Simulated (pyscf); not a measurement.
Optimised with ωB97X-D3(BJ)/def2-SVP in PySCF.

Q: PBE/def2-TZVP puts the barrier of O=Sn(OH)–OH + water (H₂O) → HO–Sn(OH)(OH)–OH (addition across a multiple bond or ene-type step; singlet surface; H–O broken, H–O, O–Sn formed) at -66.4 kJ/mol and the reaction energy at -214.1 kJ/mol, from the separated reactants. What do B3LYP-D3(BJ)/def2-TZVP, M06-2X/def2-TZVP, ωB97M-D3(BJ)/def2-TZVP give on the same structures?

A: B3LYP-D3(BJ): ΔE‡ = -65.4 kJ/mol, ΔE = -238.6 kJ/mol; M06-2X: ΔE‡ = -87.0 kJ/mol, ΔE = -282.3 kJ/mol; ωB97M-D3(BJ): ΔE‡ = -72.4 kJ/mol, ΔE = -257.2 kJ/mol. PBE's barrier matches one of them and lies within 20.6 kJ/mol of the others. Its reaction energy lies over all of them, by 24.5 to 68.2 kJ/mol. On the reactant side the descent ends in an adduct with a O–Sn contact, 86.9 kJ/mol under the separated species and 8.7 kJ/mol under the saddle at ωB97X-D3(BJ)/def2-TZVP. At PBE, B3LYP-D3(BJ), M06-2X, ωB97M-D3(BJ) the saddle lies under the separated reactants, which points to a path from their complex (located at ωB97X-D3(BJ) alone). What is counted as formed (O–Sn) is already present as a longer contact in the reactant adduct; forming that adduct is a step of its own. One saddle was located; it need not be the lowest between these sides. Elements past Kr carry the def2 core potentials, without spin-orbit coupling.
